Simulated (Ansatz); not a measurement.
Compare A (`C=C(C=O)CC`) with its isomer B (`CC1=C(O)CC1`).

Isolated molecules relaxed with PBE0-D4/def2-TZVP in Ansatz; ΔE leaves out vibrations. CCSD(T)/CBS is the MP2 limit (def2-TZVPP, def2-QZVPP) plus CCSD(T) − MP2 in def2-TZVPP, frozen cores. DFT in def2-TZVPP. B3LYP here is the variant with VWN-RPA as its local correlation; programs differ in this. Each species was taken in one conformer, which may not be the lowest.

(1) Which isomer does CCSD(T)/CBS put lower? Give the gap. (Best estimate.)

(2) Give E(B) − E(A) in kcal/mol with MP2/def2-TZVPP, B3LYP, B3LYP-D4, ωB97M-V, B2PLYP, HF/def2-TZVPP, CCSD/def2-TZVPP. (Best estimate.)

Largest T1 diagnostic: 0.013.

Results:

(1) The calculation gave: A, by 14.0 kcal/mol.

(2) The calculation gave: MP2/def2-TZVPP 12.8, B3LYP 16.6, B3LYP-D4 16.9, ωB97M-V 12.9, B2PLYP 16.3, HF/def2-TZVPP 19.5, CCSD/def2-TZVPP 14.6. None reverses the order clearly.

In def2-TZVPP, CCSD(T) changes the Hartree–Fock value by −4.5 kcal/mol (the triples alone add +0.3 kcal/mol) and MP2 by −6.7 kcal/mol. From PBE to PBE0 (25 % exact exchange), in def2-TZVPP and without D4, E(B) − E(A) moves by −1.9 kcal/mol.
